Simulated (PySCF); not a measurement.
# Cost of excited-state runs on Diacetylene, C₄H₂

Geometry:
```json
{"atom": "C1", "x (Å)": "1.865", "y (Å)": "0.319", "z (Å)": "0.030"}
{"atom": "C2", "x (Å)": "0.654", "y (Å)": "0.119", "z (Å)": "0.063"}
{"atom": "C3", "x (Å)": "-0.693", "y (Å)": "-0.102", "z (Å)": "0.099"}
{"atom": "C4", "x (Å)": "-1.903", "y (Å)": "-0.302", "z (Å)": "0.132"}
{"atom": "H5", "x (Å)": "2.925", "y (Å)": "0.492", "z (Å)": "0.003"}
{"atom": "H6", "x (Å)": "-2.964", "y (Å)": "-0.476", "z (Å)": "0.161"}
```

PySCF with density fitting, on 1 thread of an Arm Neoverse V1, shared host. Command: `OMP_NUM_THREADS=1 python excited_run.py task.json out`

Task: How long does each of these runs take, and how much memory?
- vibronic structure, PBE/6-31+G*; Tamm-Dancoff; with frequencies; grid level 1
- excited-state relaxation, PBE/6-31+G*; state S1; TDA; with frequencies; grid level 1
- excited-state relaxation, PBE/6-31+G*; state T1; TDA; grid level 1
- excited-state relaxation, PBE/6-31+G*; state T1; UKS; with frequencies; grid level 1

Result: 
```
                     run        level  basis functions  wall time  peak memory (GiB)
      vibronic structure  PBE/6-31+G*               76      3.6 s               0.39
excited-state relaxation  PBE/6-31+G*               76    3.4 min               0.37
excited-state relaxation  PBE/6-31+G*               76       42 s               0.38
excited-state relaxation  PBE/6-31+G*               76      120 s               0.37
```
Times from a shared host are rough.
